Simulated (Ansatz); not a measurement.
Basis-set extrapolation for `CCC(C)C#N` (PBE0-D4/def2-TZVP geometry, frozen core, Ansatz 0.2.0). Multiplicity 1, RHF reference.

```tsv
	def2-TZVPP	def2-QZVPP
HF	-249.125352	-249.136358
MP2 correlation	-1.036586	-1.102015
CCSD(T) correlation	-1.128257	not run
```

Energies in hartree. Use E(X) = E(∞) + A·exp(−7.88·√X) for Hartree–Fock and E(X) = E(∞) + B·X^(−2.97) for correlation, with X = 3 and 4, and add CCSD(T) minus MP2 of the smaller set to the MP2 limit.

What is the CCSD(T) energy at the basis-set limit?

HF limit: -249.136358 + (-0.011006) × 0.13774 = -249.13787. MP2 limit: -1.102015 + (-0.065429) × 0.74074 = -1.15048. Higher-order term: -1.128257 − (-1.036586) = -0.09167. Total: -250.38002 hartree, 331.9 kJ/mol below CCSD(T)/def2-TZVPP.
